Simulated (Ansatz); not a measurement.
The same path of AlH$_{5}$NS (8 atoms, charge 1, multiplicity 1) was run 3 times with different band settings. Lost on the way: N1–H5, Al2–H7. Made: H5–H7.

These are results of RKS PBE-D4/def2-SVP in Ansatz 0.2.0, not measurements.

Relaxed end points:

```xyz
8
Properties=species:S:1:pos:R:3
N -0.641 1.062 -0.304
Al 0.626 -0.499 -0.190
S 0.009 -1.663 1.510
H -1.207 1.053 -1.173
H -0.150 1.976 -0.314
H -1.320 1.109 0.478
H 1.690 -0.442 -1.345
H 0.992 -2.597 1.338
```

```xyz
8
Properties=species:S:1:pos:R:3
N -1.205 0.858 -0.201
Al 0.043 -0.316 0.109
S 1.069 -2.049 0.829
H -1.066 1.827 -0.511
H 1.739 0.341 -0.896
H -2.197 0.696 0.008
H 1.175 0.600 -1.382
H 0.441 -1.957 2.043
```

Common settings: spring 5.0 eV/Å²; optimiser quadratic models (default); start path through a guess of the saddle point; force threshold 0.05 eV/Å; end points relaxed.

| run | movable images | climbing image | iteration limit |
| --- | --- | --- | --- |
| 1 | 7 | yes | 60 |
| 2 | 7 | yes | 10 |
| 3 | 8 | no | 60 |

Q: What does each run give, and how far can it be trusted?

A: Run 1: converged after 31 iterations, highest image 2.096 eV above the first end. Beside the main top the profile has a ripple of under 15 meV (maxima at images 3, 7), which may be a very shallow well or noise. Neighbouring images differ by up to 1.6 eV, so the band resolves the path poorly. A vibrational analysis at the climbing image gives one clearly imaginary mode, 938i cm⁻¹: a first-order saddle point.
Run 2: not converged after 10 iterations, highest image 2.202 eV above the first end. The band didn't meet its force threshold, so its energies are provisional: the largest band force was still 2.05 eV/Å, and over the last iterations the top moved between 1.94 and 2.20 eV.
Run 3: converged after 58 iterations, highest image 1.699 eV above the first end. No image climbed, so the highest image needn't sit at the top of the path.
The orbitals stay closed-shell, which can raise the energy where a bond breaks towards radicals; this wasn't checked here. Limits of this set-up: the dipole of an ion depends on the origin.
